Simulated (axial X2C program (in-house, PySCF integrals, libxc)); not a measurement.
**PCN: properties at the nuclei**

Computed with an axial X2C code built on PySCF integrals: two-component X2C with atomic mean-field Coulomb and Gaunt terms, Gaussian nuclei, basis P dyall-v3z, C dyall-v3z, N dyall-av3z with contracted cores.

P–C–N held linear, with bonds 1.723 and 1.169 Å (near the PBE0 minimum at charge 0 of the determinant lowest at the starting distance; the state shown can have its own minimum elsewhere, held linear; other orders of the atoms were not compared).

Determinant lowest in the PBE0 search, Ω = 1 (⟨Sz⟩ = 1.00, ⟨Lz⟩ = 0.00 at PBE0), spin on the atoms P 0.90, C -0.15, N 0.25:

| level | Eeff magnitude (GV/cm) | Ws magnitude P (kHz) | A∥/gI P (MHz) | qzz P (a.u.) | A∥/gI C (MHz) | qzz C (a.u.) | A∥/gI N (MHz) | qzz N (a.u.) | μ (D) |
| --- | --- | --- | --- | --- | --- | --- | --- | --- | --- |
| PBE0 | 0.0396 | 0.0155 | -129 | -0.37 | -13.3 | -0.41 | -20 | -1.08 | -2.75 |
| HF | 0.0837 | 0.0332 | -35.6 | -0.29 | -46.5 | -0.47 | 5.55 | -1.17 | -2.68 |
| r2SCAN | 0.0571 | 0.0216 | -71.4 | -0.37 | -12.1 | -0.41 | -11.8 | -1.05 | -2.71 |

Determinant 0.91 eV from it at PBE0 and this distance, Ω = 0 (closed shell), highest spinor 72% P p, 16% N p, 9% C d:

```csv
level,qzz P (a.u.),qzz C (a.u.),qzz N (a.u.),μ (D)
PBE0,-0.40,-0.42,-1.09,-2.67
HF,-0.39,-0.50,-1.24,-2.91
r2SCAN,-0.39,-0.43,-1.07,-2.54
```

Eeff is the effective electric field on the electron electric dipole moment in this Ω state and Ws the scalar–pseudoscalar constant of the nucleus named (defined with the proton number Z and per Ω); A∥ (defined per Ω) follows by multiplying with gI = μI/(I μN); qzz is the electric field gradient, eQq0 = 234.96 MHz × Q/barn × qzz; μ is positive if the N end (last atom) is positive. The operators were transformed with the bare-nucleus X2C matrices; with these basis sets, hyperfine constants and field gradients can be off by tens of per cent, and where levels differ in sign neither size nor sign is settled.

(1) With Q(14N) = 0.02044 barn (Q from Pyykkö, Mol. Phys. 2018), turn the PBE0 values of the first state into constants in MHz.

The molecule was held linear; bending was not examined, so a bent shape may lie lower.

Each state is one determinant with collinear spin, which with several unpaired electrons need not be a pure state. Unrestricted Hartree–Fock can overshoot spin polarisation at the nuclei. A closed determinant beside an open π² or δ² triplet, such as (π1/2)², mixes with its partner pair into the 0⁺ component of the triplet and ¹Σ⁺, so its energy is not that of a level, and 0⁺ can lie lowest. With several open shells hyperfine constants can be off by a factor of several. Where Eeff spreads by more than a factor of two the levels disagree and none is to be relied on. Open-shell Ω = 0 determinants with evenly filled partner blocks cannot be reached by this program, so the Ω shown need not be the lowest component. The search compared states at one distance, so a state with another bond length can lie lower. Where a field gradient or hyperfine factor spreads by more than a factor of two over the levels, a constant derived from it is not to be relied on. PBE0 term energies can be off by some tenths of an eV.

## Answers

(1) eQq0(14N) = 234.96 × (0.02044) × (-1.08) = -5.19 MHz.
